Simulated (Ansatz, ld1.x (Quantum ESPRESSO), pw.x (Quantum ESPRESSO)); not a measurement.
# Pd: one change to the TM potential, in the atom and in the sc crystal

ld1.x (Quantum ESPRESSO) 7.5 input, shortened:

```
&input
   title='Pd', zed=46., rel=1, dft='PW', iswitch=3,
   config='[Kr] 4d10 5s0 5p0'
 /
 &inputp
   pseudotype=2, tm=.true., lloc=-2, rcloc=1.80,
   nlcc=.false.
 /
3
5S  1  0   0.00   0.00  2.30  2.30  0.0
5P  2  1   0.00   0.00  2.65  2.65  0.0
4D  3  2  10.00   0.00  2.20  2.20  0.0
 &test
   configts(1)='4d10 5s0 5p0'
 /
```

Change: wave 5p (bound): rc 2.65 bohr becomes 5p (bound): rc 3.62 bohr.

Cutoffs, loose and tight: the cutoffs (Ry, on a coarse ladder) from which the occupation-weighted sum of valence levels, in a spherical-Bessel basis at the reference potential, stays within 10 and 1 mRy of its value at 400 Ry. They do not see the model core or the augmentation charge, which bear on the density cutoff. Test errors are all-electron minus pseudo excitation energies from the reference, over the configurations 4d9 5s0 5p0; 4d8 5s0 5p0; 4d7 5s0 5p0; 4d9 5s1 5p0; 4d9 5s0 5p1; 4d6 5s0 5p0; 4d8 5s1 5p0 (two spin-polarised tests are not counted in the largest error); variants that change the core or the reference have their own tests.

Crystal test: sc Pd in pw.x 7.5, no spin, 13³ k-points, Fermi–Dirac smearing 0.01 Ry, cutoffs set for each file from its atomic test. The reference is all-electron LAPW (Ansatz 0.2.0) with the same functional, mesh and smearing; V0 and B0 come from Birch–Murnaghan fits to the pressures at five volumes. Errors are pseudo minus all-electron; Δ is the rms difference of the E(V) curves that follow from these fits, minima aligned, over ±6 % about the mean V0. Mesh and smearing are coarse, so the numbers serve the comparison and aren't converged zero-temperature values; the lattice is a test structure that the element need not adopt.

All-electron: a0 = 2.540 Å (V0 = 16.39 Å³/atom), B0 = 166.2 GPa.

Q: Does the change bring the crystal closer to the all-electron result?

A: The mean pressure error goes from -1.58 to -1.03 GPa, so the change moves the solid closer to the all-electron pressures.

| quantity | base | changed |
| --- | --- | --- |
| outcome (atom) | generated | generated |
| cutoff, loose (atom) | 45 Ry | 45 Ry |
| cutoff, tight (atom) | 70 Ry | 70 Ry |
| bound ghosts (atom) | none | none |
| largest test error (meV) (atom) | -652 over the solved tests; 1 of 9 tests not solved or not reliable | -90 over the solved tests; 2 of 9 tests not solved or not reliable |
| cutoffs in pw.x (Ry) | 85/340 | 85/340 |
| a0 (Å) | 2.532 | 2.535 |
| a0 error (%) | -0.31 | -0.20 |
| B0 error (%) | -1.2 | -0.9 |
| Δ (meV/atom) | 5.7 | 3.7 |
| mean pressure error (GPa) | -1.58 | -1.03 |

Base: The largest radius (2.65 bohr) exceeds half the bond length (2.40 bohr), so the spheres overlap, which is one possible source of error among others. Atomic configuration tests: 1 of 9 tests not solved or not reliable. The logarithmic derivative shows an extra or strongly shifted pseudo pole above the reference energy (s near 0.75 Ry). Changed file: The largest radius (3.62 bohr) exceeds half the bond length (2.40 bohr), so the spheres overlap, which is one possible source of error among others. Atomic configuration tests: 2 of 9 tests not solved or not reliable. The logarithmic derivative shows an extra or strongly shifted pseudo pole above the reference energy (s near 0.96 Ry). The atomic cutoffs weigh occupied waves only.
